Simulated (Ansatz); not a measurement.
`F/C=C\S` + NH₃ → `N/C=C\S` + H–F at 400 K and 1 bar (substitution at a C–F bond).

Gas-phase electronic energies from Ansatz, PBE0-D4/def2-TZVP geometries. CCSD(T)/CBS is the MP2 limit (def2-TZVPP, def2-QZVPP) plus CCSD(T) − MP2 in def2-TZVPP, frozen cores. This one scheme is used for every species. Double bonds are as drawn, so ΔE can hold a change between cis and trans. One conformer a species, not always the lowest.

```csv
species,CCSD(T)/CBS energy (Eh),H − E (kJ/mol),S (J/(mol·K))
`F/C=C\S`,-575.43795,139.2,315.6
NH₃,-56.50880,104.2,203.1
`N/C=C\S`,-531.56697,207.7,327.7
H–F,-100.39570,36.5,182.2
```

H − E and S are ideal-gas, rigid-rotor, harmonic terms from PBE0-D4/def2-TZVP, for one conformer and one mirror image of each species. 1 Eh = 2625.50 kJ/mol, R = 8.31446 J/(mol·K).

Question: By hand: ΔE, ΔH, ΔS and ΔG.

Answer: ΔE = (-531.56697) + (-100.39570) − (-575.43795) − (-56.50880) = -0.01592 Eh = -41.8 kJ/mol. Δ(H − E) = 207.7 + 36.5 − 139.2 − 104.2 = 0.8, so ΔH = -41.0 kJ/mol. ΔS = 327.7 + 182.2 − 315.6 − 203.1 = -8.8 J/(mol·K). ΔG = -41.0 − 400 × (-8.8)/1000 = -37.5 kJ/mol.

Question: By hand: the equilibrium constant, and the temperature at which ΔG would vanish if ΔH and ΔS stayed fixed.

Answer: log₁₀ K = −ΔG/(RT ln 10) = 4.9. ΔG = 0 at ΔH/ΔS = 4659 K, far beyond where these terms or the molecules hold.

The number of gas molecules stays the same, so ΔS is small and ΔH decides. A doubt of 5 kJ/mol in ΔE shifts log₁₀ K by 0.7 here. Other conformers and mirror images would add mixing entropy, several J/(mol·K) or more a flexible species. These are equilibria of isolated gas molecules and say nothing of rates. Largest T1 diagnostic: 0.013 (customary marks: 0.02 for closed shells, 0.045 for open ones).
